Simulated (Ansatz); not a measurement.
C$_{2}$H$_{6}$N (`C[N]C`) radical at its PBE0-D4/def2-TZVP geometry, where that method's forces vanish. Charge 0, multiplicity 2.

```xyz
9

C     0.5591    0.0988    1.0383
N    -0.4518   -0.6458    0.3596
C    -0.6281   -0.1964   -0.9836
H     1.5275    0.0222    0.5187
H     0.6817   -0.2586    2.0616
H     0.3123    1.1721    1.0659
H     0.3047   -0.2956   -1.5612
H    -1.4110   -0.7685   -1.4833
H    -0.8945    0.8720   -1.0162
```

**Question.** What forces (eV/Å) does PBE-D4/def2-TZVPP give on these atoms in Ansatz 0.2.0? (An estimate is asked.)

**Answer.** The calculation gave: 
```
C1  -0.074 -0.096  0.036
N2  -0.147 -0.209  0.117
C3  -0.058 -0.089  0.069
H4   0.251  0.020 -0.114
H5   0.037 -0.065  0.219
H6  -0.018  0.275  0.008
H7   0.219  0.009 -0.168
H8  -0.163 -0.114 -0.120
H9  -0.047  0.268 -0.048
```
